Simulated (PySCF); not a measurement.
Molecule: SMILES C=CC(=C)CCl, C5H7Cl.

Atoms are numbered as in `[CH2:1]=[CH:2][C:3](=[CH2:4])[CH2:5][Cl:6]`. Each H is labelled by its parent atom. Ha(C4) is cis to C2; Ha(C1) is cis to C3; Hb(C4) is trans to C2; Hb(C1) is trans to C3.

Geometry PBE0-D3(BJ)/def2-SVP throughout; GIAO in PySCF, gas phase, one conformer, non-relativistic; equivalent atoms averaged; functional PBE0.

For orientation, IGLO-III gives these absolute shieldings σ: C2 37.4, C4 53.9, C1 56.4, Cl6 819.4, H(C2) 24.76, Ha(C4) 26.07, Hb(C4) 25.91, Ha(C1) 25.37, H(C5) 27.16 ppm.

A run gave: C2 45.3, C4 60.6, C1 63.5, Cl6 836.4, H(C2) 24.69, Ha(C4) 25.95, Hb(C4) 25.80, Ha(C1) 25.38, H(C5) 27.12 ppm (absolute shieldings σ).

Q: Which basis set was used in that run?
A. 6-311+G(2d,p)
B. cc-pVTZ
C. pcSseg-1
D. aug-cc-pVDZ

A: B. Cl6 tells them apart best: cc-pVTZ gives 836.4, 6-311+G(2d,p) gives 814.4, pcSseg-1 gives 819.8, aug-cc-pVDZ gives 844.3 ppm.
